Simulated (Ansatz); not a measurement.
## HBeP, singlet in 6-31G: errors against full CI

Geometry: a PBE0/def2-TZVP stationary point for this spin, not checked as a minimum. The triplet lies 1.1 eV lower here.

```xyz
3

P     0.0000    0.0000   -1.8068
Be    0.0000    0.0000    0.2345
H     0.0000    0.0000    1.5722
```

Basis 6-31G; Ansatz 0.2.0. Only valence electrons are correlated (noble-gas cores frozen), which leaves 8 electrons in 18 orbitals. Prefix R: restricted or restricted open-shell reference; prefix U: unrestricted. Active spaces: valence = (8e, 9o) chosen from the atoms' valence shells.

Full CI is exact within this basis and frozen core; it isn't the basis-set limit. The frozen core follows each run's orbitals, which can shift R against U totals by a few meV.

The determinant fills πx and πy unequally, so it is a mixture of Σ and Δ, which weighs on every level built on one determinant.

```
UHF ⟨S²⟩                          : 1.000
T1 diagnostic (RCCSD)             : 0.0162
largest doubles amplitude (RCCSD) : 0.319
```

| level | E − E(full CI) (kcal/mol) | share of correlation (%) | wall time |
| --- | --- | --- | --- |
| RHF | 54.14 | 0.00 | – |
| UHF† | 28.51 | – | – |
| RMP2 | 18.64 | 65.57 | – |
| UMP2† | -1.89 | – | – |
| CISD | 7.47 | 86.21 | 0.39 s |
| RCCSD | 4.52 | 91.65 | – |
| UCCSD*† | -20.04 | – | – |
| RCCSD(T) | 2.67 | 95.06 | 0.48 s |
| UCCSD(T)*† | -23.87 | – | 1.3 s |
| BCCD(T) | 2.68 | 95.04 | 0.39 s |
| RCCSDT* | 0.39 | 99.28 | – |
| UCCSDT*† | -25.72 | – | – |
| CISDTQ | 0.61 | 98.87 | 1.6 s |
| RCCSDT(Q)* | -0.09 | 100.16 | 0.93 s |
| UCCSDT(Q)*† | -26.02 | – | 3.6 s |
| RCCSDTQ* | 0.01 | 99.99 | 7 s |
| UCCSDTQ*† | -25.98 | – | 30 s |
| CASSCF (valence space) | 15.30 | 71.74 | – |
| NEVPT2 (valence space) | 4.62 | 91.46 | 6 s |
| MRCISD (valence space) | 0.32 | 99.41 | – |
| MRCISD+Q (valence space) | 0.05 | 99.91 | 8 s |

An asterisk marks runs whose energy the program itself flagged as in doubt. A dagger marks rows that describe another state than the reference (another or a broken symmetry, a higher spin or other natural occupations), so the difference holds a gap between states beside the method's error.

The correlation energy at full CI, counted from RHF, is -2.348 eV. That run took 16 s on 1 thread of Arm Neoverse V1, shared host over 2,341,648 determinants.

Times hold each run's SCF and search for its determinant on a shared host, so for small cases they say little of a method's own cost; they ran on 1 thread of Arm Neoverse V1. Some runs computed forces too.

Unrestricted levels hold only the spin's projection, and here they fall towards a lower state of higher spin.

The full-CI state has the irrep A1 of C2v, in the program's axes (one component, if the state is degenerate).

Natural occupations of full CI about the gap: 1.981 1.967 1.962 1.001 0.979 0.031 0.018 0.018 0.015 0.008; effectively unpaired electrons, Σ n²(2−n)², 2.02. No single determinant describes this state well, so single-reference rows can miss without a flag.
